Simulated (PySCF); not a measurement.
Ligands exchanged one at a time, C Cl-H. All species are isolated molecules in the gas phase. Strings in code marks are SMILES.

These are PySCF with PBE0-D4/def2-TZVP values and carry that method's errors. All candidates: neutral, multiplicity 1. Excitations are Tamm–Dancoff values on a coarser integration grid. The basis has no diffuse functions, so Rydberg states are missing or too high.

```json
{
 "T1 excitation (TDA)": "6.31 eV",
 "LUMO": "0.02 eV",
 "HOMO": "-8.68 eV"
}
```

**Question.** Which member has these values?
A. `ClC(Cl)Cl`
B. `CCl`
C. `ClCCl`
D. `ClC(Cl)(Cl)Cl`

**Answer.** C, `ClCCl`. The others give `CCl`: 6.67 eV, 0.85 eV, -8.42 eV; `ClC(Cl)(Cl)Cl`: 5.46 eV, -1.45 eV, -9.06 eV; `ClC(Cl)Cl`: 5.83 eV, -0.76 eV, -8.85 eV
